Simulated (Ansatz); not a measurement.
**A cut through the energy surface**

C₄H₈ (SMILES C1CCC1), singlet, at its PBE0-D4/def2-TZVP minimum:

```xyz
12
angstrom
C -0.9156 0.2958 -0.4762
C -0.3571 0.3460 0.9592
C 1.0136 -0.0705 0.3914
C 0.2848 -0.5897 -0.8632
H -0.8581 1.2746 -0.9584
H -1.9195 -0.1055 -0.6238
H -0.7862 -0.4446 1.5795
H -0.4231 1.2891 1.5042
H 1.6287 0.8023 0.1600
H 1.6153 -0.7767 0.9660
H 0.0413 -1.6507 -0.7697
H 0.7531 -0.4253 -1.8350
```

The bond length C2–H8 (1.091 Å at the minimum) is set to the values below, the two halves moving rigidly along the bond. Each method's energies count from its own value at the PBE0-D4 minimum structure. Ansatz 0.2.0; basis: def2-TZVPP; cores frozen in the correlated methods. B3LYP uses VWN-RPA correlation.

| bond length (Å) | CCSD(T) (kJ/mol) | MP2 (kJ/mol) | wB97M-V (kJ/mol) | B3LYP-D4 (kJ/mol) |
| --- | --- | --- | --- | --- |
| 0.960 | 35.2 | 34.3 | 34.2 | 34.3 |
| 0.998 | 16.3 | 15.6 | 15.6 | 15.8 |
| 1.054 | 2.2 | 1.9 | 2.0 | 2.1 |
| 1.119 | 1.2 | 1.5 | 1.4 | 1.3 |
| 1.191 | 13.3 | 14.4 | 13.9 | 13.3 |
| 1.268 | 36.0 | 38.4 | 37.1 | 35.9 |
| 1.351 | 67.2 | 71.2 | 69.1 | 66.8 |
| 1.437 | 103.2 | 109.3 | 106.2 | 101.7 |
| 1.528 | 142.5 | 151.4 | 147.3 | 140.0 |

Minimum and curvature along this coordinate at CCSD(T): A fifth-order fit through the nearest points gives 1.090 Å, with a curvature of about 33 eV/Å².

Problem. Treat the two halves as rigid bodies and work out the harmonic wavenumber of this stretch from that curvature (ν̃ = 521.5 √(k/μ) cm⁻¹ with k in eV/Å² and μ in u).

Solution. The halves weigh 55.10 and 1.01 u, so μ = 55.10 × 1.01/56.11 = 0.992 u and ν̃ = 521.5 √(33/0.992) ≈ 3000 cm⁻¹. A true normal mode mixes in other motions, so this is a guide only.

Largest difference from the CCSD(T) curve over the scan: PBE-D4 11.7; r2SCAN-D4 1.9; PBE0-D4 1.9; HF 20.5 kJ/mol. Each curve counts from its own value at the minimum.

The T1 diagnostic stays at or below 0.011.

For scale, one of the runs: CCSD(T)/def2-TZVPP, 236 basis functions (an equivalent command: `ansatz run in.yaml --threads 4`). Time: 15 s of wall clock on 4 CPU threads; the host was shared. Peak host memory: 3.3 GiB.
